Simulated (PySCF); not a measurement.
**Telling isomers of C₆H₅F apart by NMR**

One conformer, non-relativistic Hamiltonian, no solvent, equivalent nuclei averaged. Shieldings: GIAO PBE0/pcSseg-1; coordinates at the GFN2-xTB level; spin–spin couplings from B3LYP/pcJ-1 (spin–dipole term left out of most H,H and C,H couplings); PySCF.

Shifts are taken against calculated references (same method and geometry level): TMS for ¹H (σ = 31.72 ppm) and ¹³C (σ = 186.93 ppm). Multiplet labels drop J under 1 Hz and among equivalent protons, and merge close values. Unscaled 3J(H,H) run several per cent high. Splittings of carbon signals by F and P are missing where no couplings were computed. Where no couplings were computed, multiplicities follow the n + 1 count of equivalent neighbours, and m marks all less simple cases (inequivalent or close neighbours, rings, F or P nearby). One-bond C–F couplings are unscaled and too large by tens of Hz. Shifts are as computed. Against solution values, carbons near 30 ppm lie about +3 ppm off and those near 130 ppm about +5 ppm. Of 1211 compounds with measured shifts, 218 miss one by over three times the rms of a fit or turn the order of signals round; such compounds aren't used in these exercises.

(1) Tabulate the signals of `Fc1ccccc1`, `FC1=C[C@@H]2C=C[C@H]12` and their relative energies.

(2) What is the quickest way to tell Fc1ccccc1 from FC1=C[C@@H]2C=C[C@H]12?

## Answers

(1) 
```tsv
SMILES	carbon types	δC	δH	E rel. (kcal/mol)
Fc1ccccc1	1×C 5×CH	173.1, 135.7, 128.9, 121.4	7.66 (ddd, 2H), 7.39 (t, 1H), 7.37 (dd, 2H)	0.0
FC1=C[C@@H]2C=C[C@H]12	1×C 5×CH	178.6, 156.2, 152.8, 118.3, 57.0, 40.2	7.04 (m, 1H), 6.98 (m, 1H), 5.43 (m, 1H), 4.09 (m, 1H), 3.65 (m, 1H)	78.4
```

Energies are electronic energies at PBE0/pcSseg-1 on these geometries, without zero-point or thermal terms, each for the one conformer computed, which needn't be the lowest.

(2) Count the carbon signals: 4 against 6. The first has an aromatic CH at 135.7 ppm, the second an allylic sp3 CH at 57.0 ppm. Their most deshielded carbons lie at 173.1 and 178.6 ppm. In the proton spectra the most deshielded non-exchanging signals are 7.66 (ddd, J = 9.5, 8.5, 5.1 Hz, 2H) and 7.04 (m, 1H).
